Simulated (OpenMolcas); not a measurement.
# UB3LYP/cc-pVTZ run of PH (SMILES [PH])

What is the vertical ionisation energy of PH at UB3LYP/cc-pVTZ? 

The results are computed with OpenMolcas 26.06.

## 1. Starting point

PH has 2 atoms, charge 0, and is taken as a triplet. SMILES: `[PH]`. The coordinates come from a GFN2-xTB relaxation.

Bond lengths: P1–H2 1.399 Å.

## 2. The energy at UB3LYP/cc-pVTZ

geom.xyz reads:

```xyz
2

P      0.000000     0.000000     0.000000
H      0.000000     0.000000     1.399070
```

job.input reads:

```
* HP Kohn-Sham DFT

&GATEWAY
 BasLib
 $CurrDir
 Coord
 geom.xyz
 Basis
 cc-pVTZ
 Group
 NoSym

&SEWARD

&SCF
 UHF
 Spin
 3
 KSDFT
 B3LYP
 PrOrbitals
 1 1
```

The basis set cc-pVTZ is read from a file made from the Basis Set Exchange's data (not shown).

Started as:

```bash
export MOLCAS_MEM=1860
pymolcas job.input > job.log
```

What it wrote:

```text
--- Start Module: gateway ---
[...]
--- Stop Module: gateway /rc=_RC_ALL_IS_WELL_ ---
--- Start Module: seward ---
[...]
      Basis functions           48
--- Stop Module: seward /rc=_RC_ALL_IS_WELL_ ---
--- Start Module: scf ---
[...]
       Convergence after  13 Iterations
[...]
::    Total KS-DFT energy                            -341.9095388746
[...]
      Total spin, S                                     1.0020282407
[...]
      Total electronic charge=   16.000000
      Total            charge=   -0.000000
[...]
      Dipole Moment (debye):
      Origin of the operator (angstrom)=    0.0000    0.0000    0.0441
                   X=  9.7892E-16               Y=  1.0436E-15               Z=  4.8886E-01           Total=  4.8886E-01
      Quadrupole Moment (debye*angstrom):
[...]
--- Stop Module: scf /rc=_RC_ALL_IS_WELL_ ---
[...]
```

Run time: 3.9 s. Hardware: 1 thread of Arm Neoverse V1, shared host; peak memory 0.38 GiB.

## 3. The doublet cation at the same level

geom.xyz is that of step 2.

job.inp reads:

```
&GATEWAY
  BASLIB = $CurrDir
  COORD = geom.xyz
  BASIS = cc-pVTZ
  GROUP = NoSym

&SEWARD

&SCF
  UHF
  CHARGE = 1
  SPIN = 2
  KSDFT = B3LYP
  PRORBITALS = 1 1
```

The basis set cc-pVTZ is read from a file made from the Basis Set Exchange's data (not shown).

Started as:

```bash
export MOLCAS_MEM=1860
pymolcas job.inp > job.log
```

What it wrote:

```text
--- Start Module: gateway ---
[...]
--- Stop Module: gateway /rc=_RC_ALL_IS_WELL_ ---
--- Start Module: seward ---
[...]
      Basis functions           48
--- Stop Module: seward /rc=_RC_ALL_IS_WELL_ ---
--- Start Module: scf ---
[...]
       Convergence after  20 Iterations
[...]
::    Total KS-DFT energy                            -341.5357714452
[...]
      Total spin, S                                     0.5021996090
[...]
      Total electronic charge=   15.000000
      Total            charge=    1.000000
[...]
      Dipole Moment (debye):
      Origin of the operator (angstrom)=    0.0000    0.0000    0.0441
                   X= -1.9778E-15               Y=  2.9097E-15               Z=  8.7651E-01           Total=  8.7651E-01
      Center of Charge (angstrom)
[...]
--- Stop Module: scf /rc=_RC_ALL_IS_WELL_ ---
[...]
```

It took 5.1 s on 1 thread of Arm Neoverse V1, shared host; peak memory 0.38 GiB.

## 4. Results

Level: UB3LYP/cc-pVTZ.

| quantity | value |
| --- | --- |
| triplet PH: total energy | -341.90954 Eh |
| triplet PH: dipole moment | 0.49 D |
| triplet PH: HOMO energy (highest over α and β) | -6.97 eV |
| triplet PH: LUMO energy (lowest over α and β) | -3.30 eV |
| triplet PH: ⟨S²⟩ | 2.006 |
| doublet cation: total energy | -341.53577 Eh |
| doublet cation: HOMO energy (highest over α and β) | -15.60 eV |
| doublet cation: LUMO energy (lowest over α and β) | -13.33 eV |
| doublet cation: ⟨S²⟩ | 0.754 |
| vertical ionisation energy (to the doublet cation) | 10.171 eV |

In words: The vertical ionisation energy comes to 10.17 eV (235 kcal/mol).
